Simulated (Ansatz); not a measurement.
The same path of BFH₄S (7 atoms, charge 0, multiplicity 1) was run twice with different band settings. Lost on the way: B1–H2, S5–H7. Made: H2–H7.

All numbers below come from Ansatz 0.2.0, RKS PBE-D4/def2-SVP.

Relaxed end points:

```xyz
7
Properties=species:S:1:pos:R:3
B 0.032 0.072 0.042
H 0.314 0.696 1.061
H 0.868 -0.031 -0.850
F -1.283 0.065 -0.336
S 0.373 -1.935 0.902
H -0.235 -2.689 -0.059
H -0.717 -2.014 1.719
```

```xyz
7
Properties=species:S:1:pos:R:3
B 0.075 -0.535 -0.881
H -0.236 -0.098 3.216
H 0.945 0.287 -1.086
F -1.176 -0.292 -1.275
S 0.514 -2.071 -0.046
H -0.742 -2.605 -0.056
H -0.029 -0.522 2.608
```

Common settings: movable images 5; climbing image yes; spring 5.0 eV/Å²; optimiser quadratic models (default); force threshold 0.03 eV/Å; iteration limit 60; end points relaxed.

| run | start path |
| --- | --- |
| 1 | through a guess of the saddle point |
| 2 | straight line |

**Question.** What does each run give, and how far can it be trusted?

**Answer.** Run 1: converged after 20 iterations, highest image 0.592 eV above the first end. A vibrational analysis at the climbing image gives one clearly imaginary mode, 694i cm⁻¹: a first-order saddle point.
Run 2: converged after 18 iterations, highest image 0.592 eV above the first end. Another band between the same ends (5 images) ends at a top of the same energy, where a vibrational analysis finds 1 clearly imaginary mode.
The orbitals stay closed-shell, which can raise the energy where a bond breaks towards radicals; this wasn't checked here.
